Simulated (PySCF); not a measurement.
## M(OH)₂ across the third period

Level: PBE0, basis family def2-TZVP, no relativity.

Each entry is the lowest minimum that a search over a few typed start shapes (and spin states, where more than one is plausible) found, or that minimum re-optimised at the stated level; isomers with ligand–ligand bonds, or fragments after loss of a ligand pair, can lie lower. Open shells are unrestricted; no spin–orbit coupling; PySCF with density fitting.

```json
{"molecule": "Mg(OH)₂", "2S+1": "?", "point group": "?", "mean bond to the central atom (Å)": "?", "highest ω (cm⁻¹)": "?", "distinct angles (°)": "?", "lowest ω (cm⁻¹)": "?", "polar-tensor charge of the central atom": "?"}
{"molecule": "Al(OH)₂", "2S+1": "2", "point group": "Cs", "mean bond to the central atom (Å)": "1.700", "highest ω (cm⁻¹)": "3953", "distinct angles (°)": "123/123/119", "lowest ω (cm⁻¹)": "216", "polar-tensor charge of the central atom": "0.94"}
{"molecule": "Si(OH)₂", "2S+1": "1", "point group": "C2v", "mean bond to the central atom (Å)": "1.649", "highest ω (cm⁻¹)": "3906", "distinct angles (°)": "115/97", "lowest ω (cm⁻¹)": "344", "polar-tensor charge of the central atom": "0.84"}
{"molecule": "P(OH)₂", "2S+1": "2", "point group": "C2", "mean bond to the central atom (Å)": "1.637", "highest ω (cm⁻¹)": "3810", "distinct angles (°)": "114/103", "lowest ω (cm⁻¹)": "148", "polar-tensor charge of the central atom": "0.89"}
```

(1) Fill in the row of Mg(OH)₂.

Results:

(1) 2S+1: 1; point group: C2h; mean bond to the central atom (Å): 1.767; highest ω (cm⁻¹): 4072; distinct angles (°): 155/180; lowest ω (cm⁻¹): 36; polar-tensor charge of the central atom: 1.37.

The shape of Mg(OH)₂ rests on a mode under 45 cm⁻¹ and is not firmly settled.

Left out of the table are members whose search was unfinished or whose lowest solution was spin-contaminated, unstable, very soft or bonded differently.
